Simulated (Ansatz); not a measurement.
Consider the substitution at a C–C bond: `C#CC(C)(C)C` + H–F → `C#CC(C)(C)F` + CH₄.

Calculated with Ansatz (gas phase, PBE0-D4/def2-TZVP geometries, no zero-point term in ΔE). CCSD(T)/CBS is the MP2 limit (def2-TZVPP, def2-QZVPP) plus CCSD(T) − MP2 in def2-TZVPP, frozen cores. This one scheme is used for every species. DFT in def2-TZVPP. HSE06 is defined as in plane-wave codes.

Question: Is it downhill or uphill in electronic energy at CCSD(T)/CBS, and by how much? (Estimate.)

Answer: Ansatz gave: Uphill: ΔE = +0.33 eV.

Question: What do these levels give: revPBE-D4, PBE0-D4, r2SCANh-D4, HSE06-D4, BHLYP-D4, ωB97X-V, PBE, revPBE, BHLYP, CAM-B3LYP, SCS-MP2/def2-TZVPP, CCSD/def2-TZVPP? (An estimate is asked.)

Answer: Ansatz gave: revPBE-D4 0.25, PBE0-D4 0.24, r2SCANh-D4 0.15, HSE06-D4 0.23, BHLYP-D4 0.16, ωB97X-V 0.16, PBE 0.10, revPBE 0.06, BHLYP 0.08, CAM-B3LYP 0.05, SCS-MP2/def2-TZVPP 0.33, CCSD/def2-TZVPP 0.28 eV.

Question: What do rigid-rotor, harmonic-oscillator terms from PBE0-D4/def2-TZVP frequencies (298.15 K, 1 bar) make of the CCSD(T)/CBS value? (Best estimate.)

Answer: The calculation gave: ΔZPE = -0.02 eV, ΔH = +0.31 eV, ΔS = 13 J/(mol·K), ΔG = +0.27 eV.

Largest T1 diagnostic among the species: 0.011.

In def2-TZVPP, CCSD(T) changes the Hartree–Fock value by +0.26 eV (the triples alone add +0.02 eV) and MP2 by +0.39 eV. From r2SCAN to r2SCAN0 (25 % exact exchange), in def2-TZVPP and without D4, ΔE moves by +0.08 eV.
